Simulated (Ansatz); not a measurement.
The cluster B2H2⁺, relaxed as a doublet with UKS r2SCAN-D4/def2-TZVP in Ansatz, starting from the GFN1-xTB geometry. Force threshold 0.02 eV/Å.

The structure comes from a short search, and lower isomers may exist.

Start:

```xyz
4

B     0.548   -0.178    0.516
B    -0.546    0.187   -0.515
H    -1.370    0.455   -1.289
H     1.368   -0.464    1.288
```

Question: Estimate the energy that the relaxation releases and the steps that it takes.

Answer: 1.5 kcal/mol, in 3 steps; 6 s on 4 threads of AMD EPYC 9R45 on a shared host. No frequencies were taken in this run, so the end may be a saddle point.

Question: Does the start keep its bonding and symmetry?

Answer: By distances, no bond broke or formed. The bond that changes most is B1–B2, from 1.55 to 1.61 Å (atoms count from 1). Point group D∞h at the start, D∞h at the end, both within 0.05 Å.

Question: Predict the relaxed structure.

Answer: 
```xyz
4

B     0.5703   -0.1896    0.5369
B    -0.5697    0.1925   -0.5365
H    -1.4004    0.4679   -1.3177
H     1.3997   -0.4709    1.3174
```
Bond lengths: 1 × B–B 1.61 Å; 2 × B–H 1.17 Å.
